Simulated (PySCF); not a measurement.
N$_{2}$, septet, at a GFN2-xTB geometry of the parent state (a higher spin typed on purpose: for a closed-shell molecule this is an excited state) (in this run its highest filled SCF level lies above zero, so its values depend strongly on the basis, on diffuse functions most of all); M062X/def2-SVP (PySCF).

Input for PySCF:
```python
from pyscf import gto, scf, dft

mol = gto.Mole()
mol.atom = '''
    N    -0.00000000   -0.00000000   -0.57776211
    N     0.00000000    0.00000000    0.57776211
'''
mol.basis = 'def2-svp'
mol.spin = 6
mol.verbose = 4
mol.build()

mf = dft.UKS(mol)
mf.xc = 'm062x'
mf.kernel()
mf.analyze()
```

What the program printed (banner, timings and long lists left out):

```
PySCF version 2.14.0

[INPUT] verbose = 4
[INPUT] num. atoms = 2
[INPUT] num. electrons = 14
[INPUT] charge = 0
[INPUT] spin (= nelec alpha-beta = 2S) = 6
[INPUT] symmetry False subgroup None
[INPUT] Mole.unit = angstrom
[INPUT] Symbol           X                Y                Z      unit          X                Y                Z       unit  Magmom
[INPUT]  1 N      0.000000000000   0.000000000000  -0.577762110000 AA    0.000000000000   0.000000000000  -1.091812153051 Bohr   0.0
[INPUT]  2 N      0.000000000000   0.000000000000   0.577762110000 AA    0.000000000000   0.000000000000   1.091812153051 Bohr   0.0

nuclear repulsion = 22.439757545783
number of shells = 12
number of NR pGTOs = 48
number of NR cGTOs = 28
basis = def2-svp
ecp = {}

******** <class 'pyscf.dft.uks.UKS'> ********
method = UKS
initial guess = minao
damping factor = 0
level_shift factor = 0
DIIS = <class 'pyscf.scf.diis.CDIIS'>
diis_start_cycle = 1
diis_space = 8
diis_damp = 0
SCF conv_tol = 1e-09
SCF conv_tol_grad = None
SCF max_cycles = 50
direct_scf = True
direct_scf_tol = 1e-13
number electrons alpha = 10  beta = 4
XC library pyscf.dft.libxc version 7.1.2
    S. Lehtola, C. Steigemann, M. J. T. Oliveira, and M. A. L. Marques,  SoftwareX 7, 1–5 (2018)
XC functionals = m062x
    Y. Zhao and D. G. Truhlar,  Theor. Chem. Acc. 120, 215 (2008)
    Y. Zhao and D. G. Truhlar,  Theor. Chem. Acc. 120, 215 (2008)
radial grids:
    Treutler-Ahlrichs [JCP 102, 346 (1995); DOI:10.1063/1.469408] (M4) radial grids

becke partition: Becke, JCP 88, 2547 (1988); DOI:10.1063/1.454033
pruning grids: <function nwchem_prune>
grids dens level: 3
symmetrized grids: False
atomic radii adjust function: <function treutler_atomic_radii_adjust>
small_rho_cutoff = 0
Set gradient conv threshold to 3.16228e-05
tot grids = 27808
init E= -109.345913341022

cycle= 1 E= -108.141076936997  delta_E=  1.2  |g|= 0.353  |ddm|= 35.1

cycle= 2 E= -108.1956413873  delta_E= -0.0546  |g|= 0.223  |ddm|= 15.4

cycle= 3 E= -108.219259911604  delta_E= -0.0236  |g|= 0.0132  |ddm|= 4.75

cycle= 4 E= -108.21945747602  delta_E= -0.000198  |g|= 0.00195  |ddm|= 0.168

cycle= 5 E= -108.219466723301  delta_E= -9.25e-06  |g|= 0.000667  |ddm|= 0.147

cycle= 6 E= -108.219468161606  delta_E= -1.44e-06  |g|= 0.000161  |ddm|= 0.0769

cycle= 7 E= -108.219468228499  delta_E= -6.69e-08  |g|= 2.78e-05  |ddm|= 0.0197

cycle= 8 E= -108.219468229864  delta_E= -1.36e-09  |g|= 3.9e-06  |ddm|= 0.00146

cycle= 9 E= -108.219468229885  delta_E= -2.12e-11  |g|= 2.57e-07  |ddm|= 0.000189

Extra cycle  E= -108.219468229885  delta_E= -1.14e-13  |g|= 8.28e-08  |ddm|= 2.34e-06
converged SCF energy = -108.219468229885  <S^2> = 12.005971  2S+1 = 7.0017057
**** SCF Summaries ****
Total Energy =                        -108.219468229885365
Nuclear Repulsion Energy =              22.439757545782989
One-electron Energy =                 -190.470258998863272
Two-electron Energy =                   59.811033223194919
Two-electron Coulomb Energy =           73.686665300516736
DFT Exchange-Correlation Energy =      -13.875632077321816
**** MO energy ****
                             alpha | beta                alpha | beta
MO #1   energy= -14.8682736694219  | -14.8124215725823  occ= 1 | 1
MO #2   energy= -14.8675582634048  | -14.8117576283225  occ= 1 | 1
MO #3   energy= -1.33513839328329  | -1.10408573029094  occ= 1 | 1
MO #4   energy= -0.760673951937788 | -0.491713973243296 occ= 1 | 1
MO #5   energy= -0.661959826400159 | -0.21615558716049  occ= 1 | 0
MO #6   energy= -0.661959826400156 | -0.216155587160488 occ= 1 | 0
MO #7   energy= -0.604444205394766 | -0.202947775956662 occ= 1 | 0
MO #8   energy= -0.31525890325545  | 0.108511787611215  occ= 1 | 0
MO #9   energy= -0.315258903255448 | 0.108511787611217  occ= 1 | 0
MO #10  energy= 0.237113928653807  | 0.494207901080497  occ= 1 | 0
MO #11  energy= 0.513520266972027  | 0.532953980715757  occ= 0 | 0
MO #12  energy= 0.649041632525194  | 0.696406721645688  occ= 0 | 0
MO #13  energy= 0.657995732493074  | 0.69864780962269   occ= 0 | 0
MO #14  energy= 0.657995732493078  | 0.707330121651982  occ= 0 | 0
MO #15  energy= 0.670276642093667  | 0.707330121651989  occ= 0 | 0
MO #16  energy= 0.78014835137747   | 0.856575900383709  occ= 0 | 0
MO #17  energy= 0.780148351377473  | 0.856575900383716  occ= 0 | 0
MO #18  energy= 0.981292557279411  | 1.14813251760924   occ= 0 | 0

To work with the spin densities directly, `use mulliken_meta_spin()` only printing them here.

 ** Mulliken spin pop alpha/beta on meta-lowdin orthogonal AOs **
 ** Mulliken Spin Density (per AO)  **
spin_pop of  0 N 1s       -0.00000
spin_pop of  0 N 2s        0.28243
spin_pop of  0 N 3s        0.01286
spin_pop of  0 N 2px       0.99360
spin_pop of  0 N 2py       0.99360
spin_pop of  0 N 2pz       0.60227
spin_pop of  0 N 3px       0.00448
spin_pop of  0 N 3py       0.00448
spin_pop of  0 N 3pz       0.08988
spin_pop of  0 N 3dxy      0.00000
spin_pop of  0 N 3dyz      0.00193
spin_pop of  0 N 3dz^2     0.01255
spin_pop of  0 N 3dxz      0.00193
spin_pop of  0 N 3dx2-y2    0.00000
spin_pop of  1 N 1s       -0.00000
spin_pop of  1 N 2s        0.28243
spin_pop of  1 N 3s        0.01286
spin_pop of  1 N 2px       0.99360
spin_pop of  1 N 2py       0.99360
spin_pop of  1 N 2pz       0.60227
spin_pop of  1 N 3px       0.00448
spin_pop of  1 N 3py       0.00448
spin_pop of  1 N 3pz       0.08988
spin_pop of  1 N 3dxy      0.00000
spin_pop of  1 N 3dyz      0.00193
spin_pop of  1 N 3dz^2     0.01255
spin_pop of  1 N 3dxz      0.00193
spin_pop of  1 N 3dx2-y2    0.00000
 ** Mulliken Spin Density (per atom)  **
spin density of  0 N =      3.00000
spin density of  1 N =      3.00000
 ** Mulliken pop alpha/beta on meta-lowdin orthogonal AOs **
 ** Mulliken pop       alpha | beta **
pop of  0 N 1s        0.99998 | 0.99998
pop of  0 N 2s        0.95986 | 0.67742
pop of  0 N 3s        0.01755 | 0.00469
pop of  0 N 2px       0.99360 | 0.00000
pop of  0 N 2py       0.99360 | 0.00000
pop of  0 N 2pz       0.91512 | 0.31285
pop of  0 N 3px       0.00448 | 0.00000
pop of  0 N 3py       0.00448 | 0.00000
pop of  0 N 3pz       0.09270 | 0.00282
pop of  0 N 3dxy      0.00000 | 0.00000
pop of  0 N 3dyz      0.00193 | 0.00000
pop of  0 N 3dz^2     0.01479 | 0.00224
pop of  0 N 3dxz      0.00193 | 0.00000
pop of  0 N 3dx2-y2    0.00000 | 0.00000
pop of  1 N 1s        0.99998 | 0.99998
pop of  1 N 2s        0.95986 | 0.67742
pop of  1 N 3s        0.01755 | 0.00469
pop of  1 N 2px       0.99360 | 0.00000
pop of  1 N 2py       0.99360 | 0.00000
pop of  1 N 2pz       0.91512 | 0.31285
pop of  1 N 3px       0.00448 | 0.00000
pop of  1 N 3py       0.00448 | 0.00000
pop of  1 N 3pz       0.09270 | 0.00282
pop of  1 N 3dxy      0.00000 | 0.00000
pop of  1 N 3dyz      0.00193 | 0.00000
pop of  1 N 3dz^2     0.01479 | 0.00224
pop of  1 N 3dxz      0.00193 | 0.00000
pop of  1 N 3dx2-y2    0.00000 | 0.00000
In total            10.00000 | 4.00000
 ** Mulliken atomic charges   ( Nelec_alpha | Nelec_beta ) **
charge of  0N =     -0.00000  (     5.00000      2.00000 )
charge of  1N =      0.00000  (     5.00000      2.00000 )
Dipole moment(X, Y, Z, Debye): -0.00000,  0.00000,  0.00000
```
